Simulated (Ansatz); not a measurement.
# Worked example: H3O⁺, triplet against H$_{3}$O⁺, singlet

Geometry (PBE0/def2-TZVP stationary point of a singlet), kept for both states:

```yaml
atoms:
  - { symbol: O, position_ang: [0.0002, -0.0001, -0.0419] }
  - { symbol: H, position_ang: [0.9410, 0.0142, 0.2253] }
  - { symbol: H, position_ang: [-0.4835, 0.8094, 0.2180] }
  - { symbol: H, position_ang: [-0.4600, -0.8219, 0.2221] }
```

Basis 6-31G; Ansatz 0.2.0. Correlated methods freeze the noble-gas cores. R marks a restricted (for open shells ROHF) determinant, U an unrestricted one.

Full CI is exact within this basis and frozen core; it isn't the basis-set limit. The frozen core follows each run's orbitals, which can shift R against U totals by a few meV.

```csv
level,"E(H3O⁺, singlet) (hartree)","E(H3O⁺, triplet) (hartree)"
UHF,-76.268514,-75.883197
UMP2,-76.397704,-75.984114
UCCSD(T),-76.406665,-75.999136
PBE,-76.586472,-76.190307
PBE0,-76.588985,-76.188884
full CI,-76.407164,-75.999587
```

Problem. Give the vertical gap, H3O⁺ triplet less H3O⁺ singlet, at each level in eV (1 hartree = 27.2114 eV), and each error against full CI.

Solution. full CI: (-75.999587 − (-76.407164)) × 27.2114 = 11.091 eV (the reference)
PBE0: (-76.188884 − (-76.588985)) × 27.2114 = 10.887 eV, error -0.204 eV
PBE: (-76.190307 − (-76.586472)) × 27.2114 = 10.780 eV, error -0.311 eV
UCCSD(T): (-75.999136 − (-76.406665)) × 27.2114 = 11.089 eV, error -0.002 eV
UMP2: (-75.984114 − (-76.397704)) × 27.2114 = 11.254 eV, error 0.163 eV
UHF: (-75.883197 − (-76.268514)) × 27.2114 = 10.485 eV, error -0.606 eV

Total energies of functionals can't be set beside those of wave-function methods, since they hold the core's correlation and their own absolute errors; only the differences compare.

The set has no polarisation functions, so the order and spacing of states can differ from the basis-set limit.

In so small a basis the reference is far from its limit while semilocal and hybrid functionals are nearer theirs, so the functionals' errors here hold much of the reference's basis and frozen-core error, which can add to them or hide them.

Each level lands on the state that its own search finds. T1 diagnostics of restricted CCSD: 0.007 and 0.009.
